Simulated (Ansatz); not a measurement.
Density of states of YSi$_{2}$Ir$_{2}$ (P4/nmm, a = 4.091 Å, b = 4.091 Å, c = 9.771 Å, α = 90.00°, β = 90.00°, γ = 90.00°), in states per eV and primitive cell, averaged over bins of 0.4 eV. Theory: Ansatz, DFT PBEsol, scalar-relativistic, plane waves, PAW.

Settings: cutoff 420 eV, Γ-centred mesh 10×10×4 on the computed 10-atom cell, Gaussian smearing of 0.10 eV; no spin polarisation.

The cell is relaxed at this level. The states (both spins) are summed by tetrahedra on a 15×15×6 mesh at the self-consistent density. Energies are bin centres; the table starts no lower than −8 eV and ends at 6 eV, or lower where the solved bands end.

It is a metal at this level.

```
E − E_F (eV) total Ir 5d Y 4d Si 3p Si 3s
       -7.85   0.76   0.22  0.05   0.11   0.34
       -7.45   0.56   0.21  0.04   0.06   0.24
       -7.05   0.29   0.12  0.02   0.03   0.10
       -6.65   2.39   0.71  0.14   0.96   0.07
       -6.25   3.87   1.31  0.20   1.54   0.18
       -5.85   5.64   2.22  0.29   2.05   0.31
       -5.45   6.82   3.33  0.25   2.51   0.18
       -5.05   7.84   4.72  0.41   2.23   0.09
       -4.65   8.44   5.27  0.49   2.26   0.04
       -4.25   9.01   5.72  0.44   2.38   0.06
       -3.85  10.86   7.18  0.48   2.41   0.12
       -3.45  10.77   7.52  0.64   1.69   0.12
       -3.05   7.98   6.14  0.38   0.72   0.07
       -2.65  13.02  11.05  0.61   0.54   0.07
       -2.25  10.47   8.38  0.60   0.75   0.14
       -1.85   7.22   5.10  0.68   0.75   0.19
       -1.45   4.30   2.61  0.47   0.72   0.13
       -1.05   5.14   2.60  0.74   1.21   0.17
       -0.65   4.78   1.85  1.02   1.33   0.17
       -0.25   5.77   1.90  1.60   1.60   0.17
        0.15   4.02   1.24  1.24   1.08   0.12
        0.55   3.86   0.95  1.61   0.81   0.12
        0.95   3.82   1.31  1.22   0.83   0.09
        1.35   4.27   1.93  0.92   0.81   0.12
        1.75   3.77   1.07  1.29   0.68   0.21
        2.15   3.87   0.87  1.86   0.63   0.14
        2.55   2.91   0.55  1.39   0.48   0.19
        2.95   3.37   0.65  1.53   0.50   0.39
        3.35   6.34   0.89  3.12   0.99   0.60
        3.75   9.33   1.04  5.05   1.41   0.62
        4.15   7.05   0.77  3.58   1.08   0.61
        4.55   7.50   1.01  2.83   1.29   0.87
        4.95   8.21   0.98  3.00   1.36   0.91
        5.35   6.85   0.77  2.02   1.57   0.51
        5.75   6.11   0.59  1.82   1.72   0.38
```

The columns after the total are the main Löwdin projections on the occupied valence shells of the potentials; 6 others are left out. The rest of the total lies in those, in shells that are empty in the free atom, which aren't projected, and between the atoms.

Spin-orbit coupling is left out, which matters for the bands of heavy elements.

Cost: 1 run of about 5.8 core-minutes, on Arm Neoverse V1 (shared hosts).